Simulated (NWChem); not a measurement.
System: methanethiol (CH4S); SMILES SC

```xyz
6

C      0.0118     1.1488     0.0000
S      0.0686    -0.6625     0.0000
H     -0.4794     1.5445     0.8999
H      1.0567     1.4884     0.0000
H     -0.4794     1.5445    -0.8999
H     -1.2656    -0.8692     0.0000
```
Atoms are numbered in this order, from 1.

All runs: NWChem. Pople sets run with spherical d functions. Structure relaxed at the PBE0/def2-SVP level. Vertical excitations in the gas phase; the lowest state need not have the same character in each row.

Task: Among these, which level gives the lowest value of “lowest excitation, singlet (eV)”?
A) PBE/6-31+G*, full TDDFT
B) BHandHLYP/6-31+G*, full TDDFT
C) Hartree-Fock/6-31+G*, TDHF
D) B3LYP/6-31+G*, full TDDFT

Result: A, PBE/6-31+G*, full TDDFT. Values: PBE/6-31+G*, full TDDFT 4.94; B3LYP/6-31+G*, full TDDFT 5.16; BHandHLYP/6-31+G*, full TDDFT 5.50; Hartree-Fock/6-31+G*, TDHF 5.89
